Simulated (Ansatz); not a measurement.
Coupled-cluster diagnostics for the cluster Al₃H₂, Ansatz.

Geometry of the doublet (B3LYP-D4/def2-TZVP):

Cartesian coordinates in Å:
```
Al 1.069 1.531 -0.457
Al 0.508 -1.054 -0.193
Al -1.757 0.215 -0.772
H -1.032 -0.858 0.593
H 1.211 0.166 0.828
```

Correlated methods freeze 15 core orbitals. Another isomer (doublet) lies 0.40 eV lower at PBE0-D4/def2-TZVP; other spin states weren't run for this one.

Task: Estimate the CCSD(T) correlation energy, the shares of MP2 and (T), T1 and the reference's ⟨S²⟩ for: charge 0, doublet, own geometry in def2-TZVPP; and the rough time on 4 threads of Arm Neoverse V1 on a shared host.

Result: 
```json
{"state": "charge 0, doublet, own geometry", "basis": "def2-TZVPP", "correlation (eV)": "-7.028", "MP2 share (%)": "74.3", "(T) share (%)": "5.6", "T1": "0.070", "⟨S²⟩ (pure)": "1.18 (0.75)", "wall time": "17 s", "remarks": "large T1, spin-contaminated"}
```
Customary marks for T1 are 0.02 (closed shells), 0.045 (open shells) and about 0.05 (3d metals). T1 exceeds 0.02 in 1 of 1 rows and 0.045 in 1; the higher it lies, the less the single-reference result can be trusted.
